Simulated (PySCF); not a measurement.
Species, as SMILES: ClCCl.
Geometry (B3LYP-D3(BJ)/def2-TZVP, fixed):
```xyz
5

C      0.0039     0.0052     0.7673
Cl    -0.0175     1.4825    -0.2263
Cl     0.0153    -1.4855    -0.2061
H     -0.8904    -0.0005     1.3784
H      0.9045     0.0193     1.3690
```

Basis-set convergence of the isotropic shielding of Cl2 at HF with PySCF. GIAO, no density fitting; atoms are numbered in the order shown. All functions are spherical. No added dispersion term, no relativity. Reference: the value in pcseg-3, 796.67 ppm, itself unsure by roughly 4.57 ppm (its distance from pcSseg-2). Deviations are taken from unrounded values.

| basis | functions | isotropic shielding of Cl2 (ppm) |
|---|---|---|
| 6-31G* | 54 | 842.74 |
| 6-31+G* | 66 | 834.43 |
| def2-SVP | 60 | 888.41 |
| def2-SVPD | 90 | 850.67 |
| pcseg-1 | 60 | 822.31 |
| aug-pcseg-1 | 95 | 818.68 |
| cc-pV(D+d)Z | 70 | 850.36 |
| aug-cc-pV(D+d)Z | 105 | 825.84 |
| 6-311G** | 82 | 823.70 |
| 6-311+G** | 94 | 822.10 |
| def2-TZVP | 117 | 796.58 |
| def2-TZVPD | 147 | 788.69 |
| pcseg-2 | 126 | 805.39 |
| aug-pcseg-2 | 192 | 801.82 |
| cc-pV(T+d)Z | 136 | 821.80 |
| aug-cc-pV(T+d)Z | 202 | 813.36 |
| def2-TZVPP | 143 | 796.51 |
| def2-TZVPPD | 173 | 789.19 |

What the diffuse functions change, pair by pair:
- 6-31G* to 6-31+G*: 12 more functions, deviation 46.07 to 37.76 ppm
- def2-SVP to def2-SVPD: 30 more functions, deviation 91.74 to 54.00 ppm
- pcseg-1 to aug-pcseg-1: 35 more functions, deviation 25.64 to 22.01 ppm
- cc-pV(D+d)Z to aug-cc-pV(D+d)Z: 35 more functions, deviation 53.69 to 29.17 ppm
- 6-311G** to 6-311+G**: 12 more functions, deviation 27.03 to 25.43 ppm
- def2-TZVP to def2-TZVPD: 30 more functions, deviation -0.09 to -7.98 ppm
- pcseg-2 to aug-pcseg-2: 66 more functions, deviation 8.73 to 5.15 ppm
- cc-pV(T+d)Z to aug-cc-pV(T+d)Z: 66 more functions, deviation 25.13 to 16.69 ppm
- def2-TZVPP to def2-TZVPPD: 30 more functions, deviation -0.16 to -7.48 ppm

They bring the value nearer the reference by more than 4.57 ppm in 4 of 9 pairs.
